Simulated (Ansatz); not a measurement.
# BH2+ (triplet): the correlation ladder at scale of all distances = 1.499, aug-cc-pVTZ

Aim: climb from Hartree-Fock through coupled cluster and multireference methods for BH2+ (triplet) at one geometry and basis, and see what each rung misses.

Computed with Ansatz 0.2.0, Gaussian basis. Level: aug-cc-pVTZ, core rule «outside noble gas», up to 1 orbitals frozen.

The runs, in order: UHF; CCSD(T) on ROHF; CCSD(T) on UHF; BCCD(T) on ROHF; CCSDT(Q) on ROHF; CCSDT(Q) on UHF; CASSCF and NEVPT2, 4 electrons in 6 orbitals; Full CI.

15 further runs of the same task are left out: 11 that didn't finish, 4 set aside as unsound or not needed.

## (1) The system

The geometry derives from a PBE0/def2-TZVP stationary point (not a proven minimum). All distances are scaled together.

3 atoms, charge 1, spin multiplicity 3.

Atoms are counted from 1 here; the program's logs count them from 0.

No contacts short enough for the rule that draws bonds.

In the tables R marks a restricted open-shell determinant and U an unrestricted one; 'valence' is the active space of 4 electrons in 6 orbitals; energies count from the table's Hartree-Fock row.

## (2) UHF

in.yaml reads:

```yaml
crystal:
  periodic: [false, false, false]
  atoms:
    - {symbol: B, position_ang: [0.000000, 0.000000, -0.253894]}
    - {symbol: H, position_ang: [0.000000, 1.065123, 1.361612]}
    - {symbol: H, position_ang: [0.000000, -1.065123, 1.361612]}
basis:
  gaussian: {orbitals: aug-cc-pVTZ}
total_charge: 1
magnetization: {spin_polarized: true, initial_magnetization: 2}
hamiltonian: {xc: hf}
output: {orbitals: {seedname: orbitals}}
```

Command:

```console
> ansatz run in.yaml --threads 1 --pin off --events-out ev --progress --plain --max-ram 2393MiB
```

What it wrote:

```text
Functional definition: HF
  name "HF"
  cite "Fock, Z. Phys. 61, 126 (1930) doi:10.1007/BF01340294"
  parent pbe
  exchange = exact_x
  correlation = 0
404 factors; their error is unknown
mean field evaluation 1: about -686.5885 eV, gradient 5.8e0 eV
mean field evaluation 2: about -687.1494 eV, gradient 3.3e0 eV
mean field evaluation 4: about -687.5106 eV, gradient 6.0e-1 eV
mean field evaluation 8: about -687.5236 eV, gradient 1.4e-1 eV
mean field evaluation 16: about -687.5239 eV, gradient 4.7e-5 eV
mean field -687.52386497 eV, -25.2660360174 hartree, gradient 4.7e-5 eV, S^2 2.144024; 0 other end points of the search recorded, 0 dependent functions left out
reference -687.52386497 eV, -25.2660360174 hartree; 4, 2 occupied and 88, 90 virtual orbitals, 404 factors
Total energy: -687.52386497 eV, -25.2660360174 hartree
```

It took 0.3 s on 1 thread of Arm Neoverse V1, shared host.

From the report: ⟨S²⟩ of the determinant 2.144 (pure triplet: 2.00).

## (3) CCSD(T) on ROHF

Changes to in.yaml since step 2:

```diff
@@ -9,4 +9,3 @@
 total_charge: 1
-magnetization: {spin_polarized: true, initial_magnetization: 2}
-hamiltonian: {xc: hf}
-output: {orbitals: {seedname: orbitals}}
+magnetization: {spin_polarized: false, initial_magnetization: 2}
+correlation: {method: ccsd_t, electrons: outside_noble_gas}
```

The command is unchanged.

What it wrote, shortened:

```text
Functional definition: HF
  name "HF"
  cite "Fock, Z. Phys. 61, 126 (1930) doi:10.1007/BF01340294"
  parent pbe
[...]
520 factors; integrals over basis functions are off by at most 9.1e-4 eV
[...]
mean field -687.02057999 eV, -25.2475406354 hartree, gradient 1.6e-6 eV, S^2 2.000000; 0 other end points of the search recorded, 0 dependent functions left out
[...]
1 core orbitals not correlated: weight in the atoms' cores, before any rotation towards them, 1.000 or more for the frozen orbitals, at most 0.000 for the correlated occupied ones
reference -687.02057999 eV, -25.2475406354 hartree; 3, 1 occupied and 88, 90 virtual orbitals, 520 factors
second order -1.39255059 eV of doubles, -0.12036361 eV of singles
cycle   1  -1.90463496 eV  change   -3.9e-1 eV  update   8.2e-2
[...]
cycle  13  -2.36421576 eV  change    3.2e-6 eV  update   2.9e-6
perturbative correction -0.05335593 eV, -0.0019607943 hartree
Total energy: -689.43815168 eV, -25.3363847563 hartree
```

Wall time 2.4 s (1 thread of Arm Neoverse V1, shared host); peak memory 0.37 GiB.

From the report: correlation -2.4176 eV; T1 0.087; largest double amplitude 0.12.

## (4) CCSD(T) on UHF

Changes to in.yaml since step 3:

```diff
@@ -9,3 +9,3 @@
 total_charge: 1
-magnetization: {spin_polarized: false, initial_magnetization: 2}
+magnetization: {spin_polarized: true, initial_magnetization: 2}
 correlation: {method: ccsd_t, electrons: outside_noble_gas}
```

Same command.

What it wrote, shortened:

```text
Functional definition: HF
  name "HF"
  cite "Fock, Z. Phys. 61, 126 (1930) doi:10.1007/BF01340294"
  parent pbe
[...]
520 factors; integrals over basis functions are off by at most 9.1e-4 eV
[...]
mean field -687.52388348 eV, -25.2660366975 hartree, gradient 3.4e-6 eV, S^2 2.144025; 0 other end points of the search recorded, 0 dependent functions left out
1 core orbitals not correlated: weight in the atoms' cores, before any rotation towards them, 1.000 or more for the frozen orbitals, at most 0.000 for the correlated occupied ones
reference -687.52388348 eV, -25.2660366975 hartree; 3, 1 occupied and 88, 90 virtual orbitals, 520 factors
second order -1.09912021 eV of doubles, -0.00000000 eV of singles
cycle   1  -1.40445902 eV  change   -3.1e-1 eV  update   7.1e-2
[...]
cycle  14  -1.86576846 eV  change   -4.7e-6 eV  update   2.4e-6
perturbative correction -0.04666212 eV, -0.0017148012 hartree
Total energy: -689.43631406 eV, -25.3363172251 hartree
```

It took 2.6 s on 1 thread of Arm Neoverse V1, shared host; peak memory 0.37 GiB.

From the report: ⟨S²⟩ of the determinant 2.144 (pure triplet: 2.00); correlation -1.9124 eV; T1 0.057; largest double amplitude 0.11.

## (5) BCCD(T) on ROHF

Changes to in.yaml since step 4:

```diff
@@ -9,3 +9,3 @@
 total_charge: 1
-magnetization: {spin_polarized: true, initial_magnetization: 2}
-correlation: {method: ccsd_t, electrons: outside_noble_gas}
+magnetization: {spin_polarized: false, initial_magnetization: 2}
+correlation: {method: bccd_t, electrons: outside_noble_gas}
```

Launched as before.

What it wrote, shortened:

```text
Functional definition: HF
  name "HF"
  cite "Fock, Z. Phys. 61, 126 (1930) doi:10.1007/BF01340294"
  parent pbe
[...]
520 factors; integrals over basis functions are off by at most 9.1e-4 eV
[...]
mean field -687.02057999 eV, -25.2475406354 hartree, gradient 1.6e-6 eV, S^2 2.000000; 0 other end points of the search recorded, 0 dependent functions left out
[...]
1 core orbitals not correlated: weight in the atoms' cores, before any rotation towards them, 1.000 or more for the frozen orbitals, at most 0.000 for the correlated occupied ones
reference -687.02057999 eV, -25.2475406354 hartree; 3, 1 occupied and 88, 90 virtual orbitals, 520 factors
second order -1.39255059 eV of doubles, -0.12036361 eV of singles
cycle   1  -1.96936797 eV  change   -4.5e-1 eV  update   8.4e-2
[...]
cycle  14  -2.35488424 eV  change   -1.6e-6 eV  update   1.3e-6
perturbative correction -0.05847678 eV, -0.0021489819 hartree
Total energy: -689.43394101 eV, -25.3362300170 hartree
```

It took 3.5 s on 1 thread of Arm Neoverse V1, shared host; peak memory 0.48 GiB.

From the report: correlation -2.4134 eV; largest double amplitude 0.11.

## (6) CCSDT(Q) on ROHF

Changes to in.yaml since step 5:

```diff
@@ -10,2 +10,2 @@
 magnetization: {spin_polarized: false, initial_magnetization: 2}
-correlation: {method: bccd_t, electrons: outside_noble_gas}
+correlation: {method: ccsdt_q, electrons: outside_noble_gas}
```

Same command.

What it wrote, shortened:

```text
Functional definition: HF
  name "HF"
  cite "Fock, Z. Phys. 61, 126 (1930) doi:10.1007/BF01340294"
  parent pbe
[...]
1118 factors; integrals over basis functions are off by at most 1.5e-7 eV
[...]
mean field -687.02058045 eV, -25.2475406523 hartree, gradient 2.4e-6 eV, S^2 2.000000; 0 other end points of the search recorded, 0 dependent functions left out
[...]
1 core orbitals not correlated: weight in the atoms' cores, before any rotation towards them, 1.000 or more for the frozen orbitals, at most 0.000 for the correlated occupied ones
reference -687.02058045 eV, -25.2475406523 hartree; 3, 1 occupied and 88, 90 virtual orbitals, 1118 factors
second order -1.39255951 eV of doubles, -0.12036361 eV of singles
cycle   1  -1.90463407 eV  change   -3.9e-1 eV  update   8.3e-2
[...]
cycle  17  -2.43431883 eV  change    7.9e-8 eV  update   2.2e-7
perturbative correction -0.00093597 eV, -0.0000343962 hartree
Total energy: -689.45583525 eV, -25.3370346154 hartree
```

It took 98 s on 1 thread of Arm Neoverse V1, shared host; peak memory 1.3 GiB.

From the report: correlation -2.4353 eV; T1 0.088; largest double amplitude 0.13.

## (7) CCSDT(Q) on UHF

Changes to in.yaml since step 6:

```diff
@@ -9,3 +9,3 @@
 total_charge: 1
-magnetization: {spin_polarized: false, initial_magnetization: 2}
+magnetization: {spin_polarized: true, initial_magnetization: 2}
 correlation: {method: ccsdt_q, electrons: outside_noble_gas}
```

Same command.

What it wrote, shortened:

```text
Functional definition: HF
  name "HF"
  cite "Fock, Z. Phys. 61, 126 (1930) doi:10.1007/BF01340294"
  parent pbe
[...]
1118 factors; integrals over basis functions are off by at most 1.5e-7 eV
[...]
mean field -687.52388400 eV, -25.2660367164 hartree, gradient 6.2e-6 eV, S^2 2.144025; 0 other end points of the search recorded, 0 dependent functions left out
1 core orbitals not correlated: weight in the atoms' cores, before any rotation towards them, 1.000 or more for the frozen orbitals, at most 0.000 for the correlated occupied ones
reference -687.52388400 eV, -25.2660367164 hartree; 3, 1 occupied and 88, 90 virtual orbitals, 1118 factors
second order -1.09912701 eV of doubles, -0.00000000 eV of singles
cycle   1  -1.40445819 eV  change   -3.1e-1 eV  update   7.2e-2
[...]
cycle  17  -1.93097333 eV  change    3.0e-8 eV  update   2.7e-7
perturbative correction -0.00083610 eV, -0.0000307259 hartree
Total energy: -689.45569342 eV, -25.3370294032 hartree
```

Run time: 97 s. Hardware: 1 thread of Arm Neoverse V1, shared host; peak memory 1.2 GiB.

From the report: ⟨S²⟩ of the determinant 2.144 (pure triplet: 2.00); correlation -1.9318 eV; T1 0.058; largest double amplitude 0.12.

## (8) CASSCF and NEVPT2, 4 electrons in 6 orbitals

Changes to in.yaml since step 7:

```diff
@@ -9,3 +9,3 @@
 total_charge: 1
-magnetization: {spin_polarized: true, initial_magnetization: 2}
-correlation: {method: ccsdt_q, electrons: outside_noble_gas}
+magnetization: {spin_polarized: false, initial_magnetization: 2}
+correlation: {method: sc_nevpt2, electrons: outside_noble_gas, active_space: {window: {electrons: 4, orbitals: 6}, shells: [{species: B, l: s, shell: 2}, {species: B, l: p, shell: 2}, {species: H, l: s, shell: 1}]}}
```

Launched as before.

What it wrote:

```text
Functional definition: HF
  name "HF"
  cite "Fock, Z. Phys. 61, 126 (1930) doi:10.1007/BF01340294"
  parent pbe
  exchange = exact_x
  correlation = 0
1118 factors; integrals over basis functions are off by at most 1.5e-7 eV
mean field evaluation 1: about -686.5304 eV, gradient 4.5e0 eV
mean field evaluation 2: about -686.5304 eV, gradient 4.5e0 eV
mean field evaluation 4: about -686.9357 eV, gradient 9.7e-1 eV
mean field evaluation 8: about -687.0205 eV, gradient 1.1e-1 eV
mean field -687.02058045 eV, -25.2475406523 hartree, gradient 2.4e-6 eV, S^2 2.000000; 0 other end points of the search recorded, 0 dependent functions left out
reference -687.02058045 eV, -25.2475406523 hartree; 4, 2 occupied and 88, 90 virtual orbitals, 1118 factors
state -688.81650955 eV, -25.3135398292 hartree
state -688.81650955 eV, -25.3135398292 hartree; corrected -689.27782170 eV, -25.3304927381 hartree
Total energy: -689.27782170 eV, -25.3304927381 hartree
Checks for a lower state left out: starts, orbital_swaps
```

Run time: 1.6 s. Hardware: 1 thread of Arm Neoverse V1, shared host.

From the report: 60 determinants; active occupations 1.86, 1.00, 0.99, 0.06, 0.06, 0.05.

## (9) Full CI

in.yaml reads:

```yaml
crystal:
  periodic: [false, false, false]
  atoms:
    - {symbol: B, position_ang: [0.000000, 0.000000, -0.253894]}
    - {symbol: H, position_ang: [0.000000, 1.065123, 1.361612]}
    - {symbol: H, position_ang: [0.000000, -1.065123, 1.361612]}
basis:
  gaussian: {orbitals: aug-cc-pVTZ}
total_charge: 1
magnetization: {spin_polarized: false, initial_magnetization: 2}
correlation: {method: fci, electrons: outside_noble_gas}
```

The command is unchanged.

What it wrote:

```text
Functional definition: HF
  name "HF"
  cite "Fock, Z. Phys. 61, 126 (1930) doi:10.1007/BF01340294"
  parent pbe
  exchange = exact_x
  correlation = 0
1118 factors; integrals over basis functions are off by at most 1.5e-7 eV
mean field evaluation 1: about -686.5304 eV, gradient 4.5e0 eV
mean field evaluation 2: about -686.5304 eV, gradient 4.5e0 eV
mean field evaluation 4: about -686.9357 eV, gradient 9.7e-1 eV
mean field evaluation 8: about -687.0205 eV, gradient 1.1e-1 eV
mean field -687.02058045 eV, -25.2475406523 hartree, gradient 2.4e-6 eV, S^2 2.000000; 0 other end points of the search recorded, 0 dependent functions left out
mean field evaluation 16: about -686.5894 eV, gradient 5.8e0 eV
1 core orbitals not correlated: weight in the atoms' cores, before any rotation towards them, 1.000 or more for the frozen orbitals, at most 0.000 for the correlated occupied ones
reference -687.02058045 eV, -25.2475406523 hartree; 3, 1 occupied and 88, 90 virtual orbitals, 1118 factors
state -689.45579964 eV, -25.3370333069 hartree
Total energy: -689.45579964 eV, -25.3370333069 hartree
```

Run time: 66 s. Hardware: 1 thread of Arm Neoverse V1, shared host; peak memory 0.77 GiB.

From the report: 4,238,676 determinants, symmetry B2.

## (10) How many determinants matter

Natural occupations of the FCI state about the gap (report; correlated orbitals 1 to 10): 1.863, 0.989, 0.985, 0.051, 0.051, 0.039, 0.005, 0.003, 0.003, 0.002. The count of effectively unpaired electrons, Σ n²(2 − n)², is 2.09; a single determinant of this spin has 2.

## (11) The ladder

The yardstick is full CI for this spin, exact in this basis with these frozen cores. Rows without a time come out of other runs: HF, MP2 and CCSD of CCSD(T), CCSDT of CCSDT(Q), CASSCF and MRCISD of the multireference runs.

Differences are taken before rounding.

```tsv
method	energy from the lowest RHF (kcal/mol)	from FCI (kcal/mol)	time
RHF	0.00	+56.16	
UHF	-11.61	+44.55	
RMP2	-34.89	+21.27	
UMP2	-36.95	+19.20	
RCCSD	-54.52	+1.64	
UCCSD	-54.63	+1.53	
RCCSD(T)	-55.75	+0.41	2.4 s
UCCSD(T)	-55.71	+0.45	2.6 s
BCCD(T)	-55.65	+0.50	3.5 s
RCCSDT	-56.14	+0.02	
UCCSDT	-56.14	+0.02	
RCCSDT(Q)	-56.16	0.00	98 s
UCCSDT(Q)	-56.16	0.00	97 s
CASSCF valence	-41.42	+14.74	
NEVPT2 valence	-52.05	+4.10	1.6 s
FCI	-56.16	0	66 s
```

Among the levels timed on like hardware and quicker than the yardstick, those that no quicker one beats, quickest first: NEVPT2 valence (1.6 s, +4.10 kcal/mol); RCCSD(T) (2.4 s, +0.41 kcal/mol).

## (12) Outcome

| quantity | value |
| --- | --- |
| FCI below the RHF energy | -2.4352 eV |
| RMP2 from FCI | +21.27 kcal/mol |
| UMP2 from FCI | +19.20 kcal/mol |
| RCCSD from FCI | +1.64 kcal/mol |
| RCCSD(T) from FCI | +0.41 kcal/mol |
| UCCSD(T) from FCI | +0.45 kcal/mol |
| RCCSDT(Q) from FCI | 0.00 kcal/mol |
| UCCSDT(Q) from FCI | 0.00 kcal/mol |
| NEVPT2 valence from FCI | +4.10 kcal/mol |
| levels within 1 kcal/mol (43 meV) | RCCSD(T), UCCSD(T), BCCD(T), RCCSDT, UCCSDT, RCCSDT(Q), UCCSDT(Q) |
| T1 diagnostic | 0.087 |
| effectively unpaired electrons | 2.09 |

In words: RCCSD(T) misses by +0.41 kcal/mol, 0.7 % of the correlation energy. The occupations are near whole numbers, but T1 = 0.087 shows that the orbitals relax strongly. These misses are within one basis, not against nature; the frozen cores of restricted and unrestricted runs differ, which can shift their rows.

RCCSD(T) reaches 0.41 kcal/mol from the reference in 2.4 s, where FCI took 66 s; the quickest level in the cost chart, NEVPT2 valence, takes 1.6 s and misses by 4.10 kcal/mol.
